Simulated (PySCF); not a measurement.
Cartesian coordinates in Å; atom numbers follow the order of the lines, from 1:
```xyz
9

F     0.8487    1.4771    0.8174
C     1.2000    0.2140    0.4518
S    -0.1975   -0.9344    0.6192
C    -1.2140   -0.2932   -0.7422
F    -0.6527   -0.5689   -1.9511
H     1.9910   -0.1318    1.1197
H     1.5286    0.2412   -0.5903
H    -2.1844   -0.7898   -0.6905
H    -1.3062    0.7919   -0.6505
```

Geometry: GFN2-xTB; GIAO absolute shieldings from PySCF 2.14, gas phase, non-relativistic, averaged over equivalent atoms.

At B97-2/ANO-RCC-VDZP (94 basis functions, roughly 30 core-seconds):
| atoms | σ (ppm) |
| --- | --- |
| F1/F5 | 407.3 |
| C2/C4 | 101.2 |
| S3 | 449.0 |
| H6/H7/H8/H9 | 26.05 |

Q: Estimate the result of repeating the calculation with LDA/def2-TZVPP.

A: 
| atoms | σ at LDA/def2-TZVPP | change |
| --- | --- | --- |
| F1/F5 | 390.1 | -17.2 |
| C2/C4 | 90.3 | -10.9 |
| S3 | 320.1 | -128.9 |
| H6/H7/H8/H9 | 25.03 | -1.02 |

The largest change is at S3 (sulfide sulfur). Cost: 222 basis functions, about 70 core-seconds.
